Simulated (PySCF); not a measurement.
Species: C5H11S (charge -1).
Numbering: `[CH3:1][CH2:2][CH2:3][C@@H:4]([CH3:5])[S-:6]` (hydrogens: H7, H8, H9 on C1; H10, H11 on C2; H12, H13 on C3; H14 on C4; H15, H16, H17 on C5)

The same species was optimised twice, with GFN2-xTB and with PBE0-D3(BJ)/def2-SVP (PySCF), and the same property calculations (PySCF, gas phase) were run on both structures.

```tsv
coordinate	GFN2-xTB	PBE0-D3(BJ)/def2-SVP	change
C1–C2 (Å)	1.525	1.522	-0.003
C3–C4 (Å)	1.531	1.533	+0.002
C4–C5 (Å)	1.527	1.529	+0.002
C4–S6 (Å)	1.814	1.816	+0.002
C2–C3 (Å)	1.529	1.527	-0.002
C2–C3–C4 (°)	114.7	116.8	+2.1
C1–C2–C3 (°)	111.7	113.3	+1.6
C3–C4–S6 (°)	109.4	110.9	+1.5
C5–C4–S6 (°)	110.3	110.9	+0.6
C3–C4–C5 (°)	112.0	111.5	-0.5
C1–C2–C3–C4 (°)	175	176	+1
C2–C3–C4–C5 (°)	65	61	-4
```

Rotational constants: A = 5547, B = 1321, C = 1128 MHz (GFN2-xTB) against A = 5576, B = 1298, C = 1111 MHz (PBE0-D3(BJ)/def2-SVP). Point groups within 0.08 Å: C1 and C1.

On the GFN2-xTB structure: HOMO (eV) 0.52 [PBE0/pcSseg-1]; LUMO (eV) 4.76 [PBE0/pcSseg-1]; GIAO shielding of C1 (ppm) 168.1 [PBE0/pcSseg-1]; GIAO shielding of C2 (ppm) 158.7 [PBE0/pcSseg-1]; GIAO shielding of C3 (ppm) 128.2 [PBE0/pcSseg-1]; GIAO shielding of C4 (ppm) 142.5 [PBE0/pcSseg-1]; GIAO shielding of C5 (ppm) 155.3 [PBE0/pcSseg-1]; GIAO shielding of S6 (ppm) 514.4 [PBE0/pcSseg-1].

What do these properties become on the PBE0-D3(BJ)/def2-SVP structure?

| property | level | on GFN2-xTB | on PBE0-D3(BJ)/def2-SVP | change |
| --- | --- | --- | --- | --- |
| HOMO (eV) | PBE0/pcSseg-1 | 0.52 | 0.44 | -0.08 |
| LUMO (eV) | PBE0/pcSseg-1 | 4.76 | 4.71 | -0.05 |
| energy, GFN2-xTB geometry as zero (kcal/mol) | PBE0/pcSseg-1 | 0.0 | -0.8 | -0.8 |
| GIAO shielding of C1 (ppm) | PBE0/pcSseg-1 | 168.1 | 166.0 | -2.1 |
| GIAO shielding of C2 (ppm) | PBE0/pcSseg-1 | 158.7 | 157.9 | -0.8 |
| GIAO shielding of C3 (ppm) | PBE0/pcSseg-1 | 128.2 | 128.0 | -0.2 |
| GIAO shielding of C4 (ppm) | PBE0/pcSseg-1 | 142.5 | 140.4 | -2.1 |
| GIAO shielding of C5 (ppm) | PBE0/pcSseg-1 | 155.3 | 152.9 | -2.4 |
| GIAO shielding of S6 (ppm) | PBE0/pcSseg-1 | 514.4 | 517.6 | +3.2 |

The heavy atoms differ by 0.025 Å rms after alignment. Among bonds between heavy atoms C1–C2, C2–C3, C3–C4, C4–C5 and C4–S6 change most and about equally (-0.003 to +0.002 Å). Changes are differences of the printed values. Neither structure is proved a minimum here. The structure is a single PBE0-D3(BJ)/def2-SVP conformer in the gas phase; no vibrational or solvent corrections. The geometry's basis has no diffuse functions, a weakness for an anion.

Shape of the structure used: `[CH3:1][CH2:2][CH2:3][C@@H:4]([CH3:5])[S-:6]`: C1–C2–C3–C4 176°, C2–C3–C4–C5 61°.
